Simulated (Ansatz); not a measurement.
**C₃H₅N: how energies converge with the basis set**

How large a basis does C₃H₅N need? Two functionals are run in growing sets.

Program: Ansatz 0.2.0, Gaussian basis. Level of theory: one geometry, several basis sets. These are calculated values, not measurements.

Levels to be run: PBE0-D4/def2-SVP; ωB97M-V/def2-SVP; PBE0-D4/def2-QZVPP; ωB97M-V/def2-QZVPP; the functionals' def2-TZVPP values are taken from earlier runs.

## 1. Structure used throughout

The geometry comes from an earlier relaxation with PBE0-D4 in a triple-zeta def2 set; it is a stationary point, not always the lowest conformer.

9 atoms, charge 0, spin multiplicity 1.

Atoms are counted from 1 here; the program's logs count them from 0.

Bond lengths: C1–C2 1.328 Å, C1–H5 1.082 Å, C1–H6 1.083 Å, C2–N3 1.393 Å, C2–H7 1.094 Å, N3–C4 1.266 Å, C4–H8 1.088 Å, C4–H9 1.098 Å. Angles: C2–C1–H5 121.1°, C2–C1–H6 120.3°, H5–C1–H6 118.7°, C1–C2–N3 121.2°, C1–C2–H7 121.0°, N3–C2–H7 117.8°, C2–N3–C4 117.6°, N3–C4–H8 119.3°, N3–C4–H9 123.1°, H8–C4–H9 117.6°.

## 2. PBE0-D4 in def2-SVP

Contents of in.yaml:

```yaml
crystal:
  periodic: [false, false, false]
  atoms:
    - {symbol: C, position_ang: [-0.272218, 1.485015, -0.851872]}
    - {symbol: C, position_ang: [0.150539, 0.302207, -0.419347]}
    - {symbol: N, position_ang: [-0.395834, -0.288412, 0.717369]}
    - {symbol: C, position_ang: [0.059077, -1.416235, 1.067923]}
    - {symbol: H, position_ang: [0.154250, 1.941707, -1.735547]}
    - {symbol: H, position_ang: [-1.055854, 2.012186, -0.321154]}
    - {symbol: H, position_ang: [0.941271, -0.240683, -0.946093]}
    - {symbol: H, position_ang: [-0.347416, -1.903347, 1.951785]}
    - {symbol: H, position_ang: [0.854684, -1.938636, 0.519838]}
basis:
  gaussian: {orbitals: def2-SVP}
hamiltonian: {xc: pbe0, dispersion: d4}
output: {orbitals: {seedname: orbitals}}
```

Command:

```bash
$ ansatz run in.yaml --threads 2 --pin off --events-out ev --progress --plain --max-ram 4352MiB
```

After this run come: ωB97M-V in def2-SVP; PBE0-D4 in def2-QZVPP; ωB97M-V in def2-QZVPP.

Before running them: what should the planned runs give, taken together? Wanted: PBE0-D4: double and triple zeta above quadruple; ωB97M-V: double and triple zeta above quadruple.

**Answer**, as computed:

```
                                       quantity          value
PBE0-D4: double and triple zeta above quadruple  5.47, 0.26 eV
ωB97M-V: double and triple zeta above quadruple  5.73, 0.25 eV
```

In words: For PBE0-D4 the step from double to triple zeta gains 5.21 eV and the next only 0.26 eV. These are total energies; as a rule much of such shifts cancels in differences, which this series doesn't test.
